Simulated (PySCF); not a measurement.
**Telling isomers of C$_{4}$H$_{4}$N$_{2}$ apart by NMR**

- NMR shieldings at PBE0/pcSseg-1/GIAO
- PBE0-D3(BJ)/def2-SVP structure
- J: B3LYP/pcJ-1 (spin–dipole term left out of most H,H and C,H couplings)
- code: PySCF 2.14.0 with density-fitted response routines
- one conformer, one averaged value for each set of equivalent atoms, in vacuum, relativity neglected

Scale: TMS for 1H (31.27 ppm), 13C (184.41 ppm) (reference shieldings calculated alike). Multiplet labels drop J under 1 Hz and among equivalent protons, and merge close values. Unscaled 3J(H,H) run several per cent high. Shifts are as computed. Against solution values, carbons near 30 ppm lie about +2 ppm off and those near 130 ppm about +5 ppm. Of 1211 compounds with measured shifts, 218 miss one by over three times the rms of a fit or turn the order of signals round; such compounds aren't used in these exercises.

(1) Tabulate the signals of `C=NC(=C)C#N`, `c1cnccn1` and their relative energies.

(2) What is the quickest way to tell C=NC(=C)C#N from c1cnccn1?

Results:

(1) 
```json
{"SMILES": "C=NC(=C)C#N", "carbon types": "2×C 2×CH2", "δC": "162.1, 142.8, 138.3, 116.6", "δH": "7.83 (m, 1H), 7.63 (m, 1H), 6.67 (t, 1H), 6.38 (t, 1H)", "E rel. (kcal/mol)": "34.1"}
{"SMILES": "c1cnccn1", "carbon types": "4×CH", "δC": "151.0", "δH": "8.63 (s, 4H)", "E rel. (kcal/mol)": "0.0"}
```

Energies are electronic energies at PBE0/pcSseg-1 on these geometries, without zero-point or thermal terms, each for the one conformer computed, which needn't be the lowest.

(2) Count the carbon signals: 4 against 1. The first has a C=N carbon (CH2) at 162.1 ppm, the second an aromatic CH next to a ring nitrogen at 151.0 ppm. In the proton spectra the most deshielded non-exchanging signals are 7.83 (m, 1H) and 8.63 (s, 4H).
